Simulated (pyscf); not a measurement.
Single points on ωB97X-D3(BJ)/def2-SVP structures (PySCF, gas phase).

**Question.** For the elementary gas-phase step `[OH][SnH3]` + `[BH2][NH2]` -> `[BH2][O][SnH3]` + `[NH3]` (singlet surface; H–O, B–N broken, B–O, H–N formed), what barrier and reaction energy does ωB97M-D3(BJ)/def2-TZVP give, measured from the separated reactants?

**Answer.** ΔE‡ = 0.39 eV, ΔE = -0.05 eV. Zero-point energy shifts the barrier by +0.01 eV. It is a four-centre exchange, with an imaginary mode of 1306i cm⁻¹. On the reactant side the descent ends in an adduct with a B–O contact, 0.07 eV under the separated species and 0.42 eV under the saddle at ωB97X-D3(BJ)/def2-TZVP. On the product side the descent ends in an adduct with a B–N contact, 0.55 eV under the separated species and 0.99 eV under the saddle at ωB97X-D3(BJ)/def2-TZVP. What is counted as formed (B–O) is already present as a longer contact in the reactant adduct; forming that adduct is a step of its own. What is counted as broken (B–N) persists as a longer contact in the product adduct; parting that adduct is a step of its own. This is the saddle that the search found; another between the same sides may lie lower. Elements past Kr carry the def2 core potentials, without spin-orbit coupling.
